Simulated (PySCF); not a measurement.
## How the method moves the HOMO and LUMO of vinyl ether

Compound: vinyl ether, C4H6O.
Structure used (PBE0-D3(BJ)/def2-SVP), in Å, numbered top down from 1:
```
atom  x, y, z in Å
C1    -2.256    0.692    0.055
C2    -1.181   -0.089    0.138
O3     0.074    0.388   -0.028
C4     1.112   -0.476    0.014
C5     2.373   -0.083   -0.154
H6    -2.163    1.759   -0.154
H7    -3.247    0.261    0.199
H8    -1.247   -1.164    0.346
H9     0.839   -1.523    0.200
H10    2.617    0.965   -0.339
H11    3.177   -0.817   -0.105
```

Basis pcSseg-2 throughout (PySCF), one geometry. The structure is a single PBE0-D3(BJ)/def2-SVP conformer in the gas phase; no vibrational or solvent corrections.

Task: How do the orbital energies, the gap and the dipole change with the method?

Result: 
```csv
method,kind,HOMO (eV),LUMO (eV),gap (eV),μ (D),SCF cycles
B97-2,global hybrid,-6.23,0.10,6.32,1.24,14
PBE0,global hybrid,-6.47,0.14,6.62,1.25,14
BHandHLYP,global hybrid,-7.44,1.27,8.71,1.34,12
CAM-B3LYP,range-separated hybrid,-7.76,1.26,9.01,1.31,13
wB97X-D,range-separated hybrid,-8.27,1.94,10.20,1.28,13
LC-wPBE,range-separated hybrid,-9.06,2.42,11.47,1.33,13
```

The HOMO spans 2.83 eV, from B97-2 down to LC-wPBE, and the gap runs from 6.32 eV (B97-2) to 11.47 eV (LC-wPBE). Over the methods B97-2 (21 %), PBE0 (25 %), BHandHLYP (50 %), a straight line through the gap against the share of exact exchange rises by 0.83 eV for each 10 % (correlation coefficient 1.000). The dipole ranges from 1.24 D (B97-2) to 1.34 D (BHandHLYP). This basis has no diffuse functions.
